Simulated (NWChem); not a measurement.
System: hydrogen sulfide (H$_{2}$S); SMILES S

The following NWChem deck was run.

```
start job
memory heap 200 mb stack 900 mb global 1100 mb
geometry units angstroms noautoz
  S      0.000000     0.000000     0.113581
  H      0.971478     0.000000    -0.822416
  H     -0.971478     0.000000    -0.822416
end
basis spherical
  * library pcseg-1
end
dft
  xc pbe0
  iterations 150
  vectors input atomic output neutral.movecs
end
task dft energy
charge 1
dft
  odft
  mult 2
  vectors input atomic output cation.movecs
end
task dft energy
```

Parts of the log:

```
             Northwest Computational Chemistry Package (NWChem) 7.3.0
             --------------------------------------------------------

 C2V symmetry detected

                             Geometry "geometry" -> ""
                             -------------------------

 Output coordinates in angstroms (scale by  1.889725989 to convert to a.u.)

  No.       Tag          Charge          X              Y              Z
 ---- ---------------- ---------- -------------- -------------- --------------
    1 S                   16.0000     0.00000000     0.00000000     0.10399967
    2 H                    1.0000     0.97147800     0.00000000    -0.83199733
    3 H                    1.0000    -0.97147800     0.00000000    -0.83199733

 Effective nuclear repulsion energy (a.u.)      12.8249127440

      Symmetry information
      --------------------

 Group name             C2v
 Group number             16
 Group order               4
 No. of unique centers     2

                                 NWChem DFT Module
                                 -----------------

 Summary of "ao basis" -> "ao basis" (spherical)
 ------------------------------------------------------------------------------
       Tag                 Description            Shells   Functions and Types
 ---------------- ------------------------------  ------  ---------------------
 S                          pcseg-1                  8       18   4s3p1d
 H                          pcseg-1                  3        5   2s1p

      Symmetry analysis of basis
      --------------------------

        a1         13
        a2          2
        b1          8
        b2          5

            General Information
            -------------------
          SCF calculation type: DFT
          Wavefunction type:  closed shell.
          No. of atoms     :     3
          No. of electrons :    18
           Alpha electrons :     9
            Beta electrons :     9
          Charge           :     0
          Spin multiplicity:     1
          Use of symmetry is: on ; symmetry adaption is: on
          Maximum number of iterations: 150
          AO basis - number of functions:    28
                     number of shells:    14
          Convergence on energy requested:  1.00D-06
          Convergence on density requested:  1.00D-05
          Convergence on gradient requested:  5.00D-04

              XC Information
              --------------
                         PBE0 Method XC Functional
                     Hartree-Fock (Exact) Exchange  0.250
          PerdewBurkeErnzerhof Exchange Functional  0.750
            Perdew 1991 LDA Correlation Functional  1.000 local
           PerdewBurkeErnz. Correlation Functional  1.000 non-local

             Grid Information
             ----------------
          Grid used for XC integration:  medium
          Radial quadrature: Mura-Knowles
          Angular quadrature: Lebedev.
          Tag              B.-S. Rad. Rad. Pts. Rad. Cut. Ang. Pts.
          ---              ---------- --------- --------- ---------
          S                   1.00       88           7.0       590
          H                   0.35       45           8.0       434
          Grid pruning is: on
          Number of quadrature shells:   133
          Spatial weights used:  Erf1

      Superposition of Atomic Density Guess
      -------------------------------------

 Sum of atomic energies:        -398.44162794

      Non-variational initial energy
      ------------------------------

 Total energy =    -398.591057
 1-e energy   =    -575.505794
 2-e energy   =     164.089824
 HOMO         =      -0.325378
 LUMO         =       0.076195

      Symmetry analysis of molecular orbitals - initial
      -------------------------------------------------

  Numbering of irreducible representations:

     1 a1          2 a2          3 b1          4 b2

  Orbital symmetries:

     1 a1          2 a1          3 b1          4 a1          5 b2
     6 a1          7 b1          8 a1          9 b2         10 b1
    11 a1         12 b1         13 a1         14 b2         15 a1
    16 b1         17 a1         18 a1         19 a2

   convergence    iter        energy       DeltaE   RMS-Dens  Diis-err
 ---------------- ----- ----------------- --------- --------- ---------
 d= 0,ls=0.0,diis     1   -399.2124674108 -4.12D+02  1.49D-02  1.11D-01
 d= 0,ls=0.0,diis     2   -399.2248165364 -1.23D-02  6.09D-03  2.61D-02
 d= 0,ls=0.0,diis     3   -399.2289420442 -4.13D-03  1.97D-03  1.59D-03
 d= 0,ls=0.0,diis     4   -399.2292125596 -2.71D-04  3.94D-04  8.95D-05
 d= 0,ls=0.0,diis     5   -399.2292272865 -1.47D-05  2.24D-05  5.21D-07
 d= 0,ls=0.0,diis     6   -399.2292273737 -8.72D-08  2.64D-06  4.22D-09

         Total DFT energy =     -399.229227373715
      One electron energy =     -576.613033993370
           Coulomb energy =      190.809332133854
    Exchange-Corr. energy =      -26.250438258195
 Nuclear repulsion energy =       12.824912743995

 Numeric. integr. density =       17.999998302342

                  Occupations of the irreducible representations
                  ----------------------------------------------

                     irrep           alpha         beta
                     --------     --------     --------
                     a1                5.0          5.0
                     a2                0.0          0.0
                     b1                2.0          2.0
                     b2                2.0          2.0

                       DFT Final Molecular Orbital Analysis
                       ------------------------------------

[...]
```

Level: PBE0/pcseg-1, vertical spin-unrestricted ions. Coordinates come from a PBE0/def2-SVP optimisation.
